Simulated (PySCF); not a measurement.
# O3S (Sulfur trioxide): the cost of one run

The runs use PySCF 2.14.0, with density-fitted response routines of our own; the level of theory stands in each step. All values are computed, except where a source is named. Atoms count from 0, in the outputs and in this text.

## (1) Starting geometry

4 atoms, charge 0, multiplicity 1; geometry from: GFN2-xTB. The atoms were then displaced at random by about 0.01 Å, so the start is not that level's minimum.

Bonds of the start (Å): O0–S1 1.42, S1–O2 1.43, S1–O3 1.46.

## (2) Relaxing the molecule at PBE0-D3(BJ)/def2-SVP

The job: settings as JSON, then the geometry in Å.

```
{"job": {"xc": "PBE0", "basis": "def2-SVP", "d3": "d3bj", "grid": 1, "shake": 0.01, "kind": "geom"}, "charge": 0, "multiplicity": 1}
O     -0.685360    -1.252470    -0.022240
S     -0.003120    -0.003330    -0.007860
O     -0.726930     1.226580    -0.022020
O      1.453400     0.003850     0.019110
```

Run with:

```
$ OMP_NUM_THREADS=1 python probes_run.py task.json out
```

This one command runs all jobs of the session in turn.

**Question.** How long does this first job take on 1 thread of Arm Neoverse V2, shared host, and how much memory does it need?

About 6 s, with a peak of 0.29 GiB.
